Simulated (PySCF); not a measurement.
# C4H8: the cost of one run

Computed with PySCF 2.14.0 and routines of our own; the level stands in each step. Atoms count from 0.

## (1) The starting structure

12 atoms, charge 0, multiplicity 1; geometry from: GFN2-xTB.

## (2) Geometry optimisation at PBE0-D3(BJ)/def2-SVP

The job: settings as JSON, then the geometry in Å.

```
{"job": {"xc": "PBE0", "basis": "def2-SVP", "d3": "d3bj", "grid": 1, "kind": "geom"}, "charge": 0, "multiplicity": 1}
C      0.303123     0.841256    -0.616144
C      1.040252    -0.239197     0.190361
C     -0.309909    -0.755424     0.711528
C     -1.032795     0.153734    -0.294204
H      0.389472     1.832847    -0.176304
H      0.561524     0.902433    -1.671553
H      1.557738    -0.960784    -0.438626
H      1.731711     0.123831     0.948161
H     -0.485931    -1.822950     0.595507
H     -0.500500    -0.480980     1.747134
H     -1.445337    -0.391096    -1.140975
H     -1.808151     0.795644     0.119090
```

Run with:

```sh
OMP_NUM_THREADS=1 python excited_run.py task.json out
```

One launch serves the whole session: the jobs run in the order shown.

**Question.** How long does this first job take on 1 thread of Arm Neoverse N1, shared host, and how much memory does it need?

About 28 s, with a peak of 0.43 GiB.
